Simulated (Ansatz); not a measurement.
Geometry optimisation, RKS PBE0-D4/6-31G* (Ansatz).

Input file:

```yaml
crystal:
  periodic: [false, false, false]
  atoms:
    - { symbol: B, position_ang: [-0.091526, -0.288531, -0.097136] }
    - { symbol: H, position_ang: [0.040828, -0.465942, 1.082658] }
    - { symbol: O, position_ang: [0.952724, -0.445484, -0.932255] }
    - { symbol: H, position_ang: [1.783197, -0.630089, -0.474583] }
    - { symbol: H, position_ang: [-1.15746, -0.079696, -0.589846] }
    - { symbol: F, position_ang: [0.195015, 2.01646, 0.883573] }
    - { symbol: H, position_ang: [0.102321, 1.343582, 1.51809] }
basis:
  gaussian: { orbitals: "6-31G*" }
hamiltonian:
  xc: pbe0
  dispersion: d4
relax:
  f_tol: 0.03
  max_steps: 50
```

Launched with:

```bash
$ ansatz run input.yaml --threads 1 --pin off --max-ram 2048MiB --backend cpu --events-out ev --progress --plain --runs-dir out
```

Question: Where does it end, and by what steps?

Answer: The forces met the threshold. After 8 steps the energy has fallen by 0.014 eV; H7 moved furthest, 0.29 Å.

| step | energy less start (eV) | largest force component (eV/Å) | accepted |
| --- | --- | --- | --- |
| 0 | 0.0000 | 0.288 | yes |
| 1 | 0.0082 | 0.986 | no |
| 2 | -0.0096 | 0.206 | yes |
| 3 | -0.0101 | 0.356 | yes |
| 4 | -0.0092 | 0.155 | no |
| 5 | -0.0134 | 0.088 | yes |
| 6 | -0.0142 | 0.043 | yes |
| 7 | -0.0144 | 0.039 | yes |
| 8 | -0.0144 | 0.016 | yes |

```xyz
7
Properties=species:S:1:pos:R:3
B -0.053 -0.316 -0.098
H 0.106 -0.581 1.072
O 0.959 -0.463 -0.979
H 1.787 -0.713 -0.550
H -1.125 -0.024 -0.541
F 0.256 2.018 0.889
H -0.105 1.529 1.597
```

Whether the end is a true minimum wasn't checked by a vibrational analysis.

Time of the run: 13 s on 1 thread of Arm Neoverse V1 (shared host), peak memory 0.12 GiB.
